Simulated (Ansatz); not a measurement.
Results of r²SCANh (Ansatz, a program for electronic structure, plane waves, PAW) for hcp Tl.

Numerical settings: plane-wave cutoff 520 eV, 9×9×6 k mesh (along the axes of the cell as run), Fermi–Dirac smearing 0.05 eV, scalar-relativistic PAW data made under PBE.

Computed at the level's own relaxed cell.

Question: Give the computed lattice constant a and lattice parameter c.

Answer: 
* **lattice constant a**: 3.508 Å
* **lattice parameter c**: 5.604 Å

Measured, for comparison: lattice constant a 3.457 Å, lattice parameter c 5.525 Å (293 K, no zero-point or thermal correction; as tabulated in Wikipedia's data pages). Computed (rounded) less measured: lattice constant a +1.5 %, lattice parameter c +1.4 %.

Spin–orbit coupling is not included; it can shift volumes and moduli of such heavy elements.

The computed numbers hold no vibrational or temperature effects.
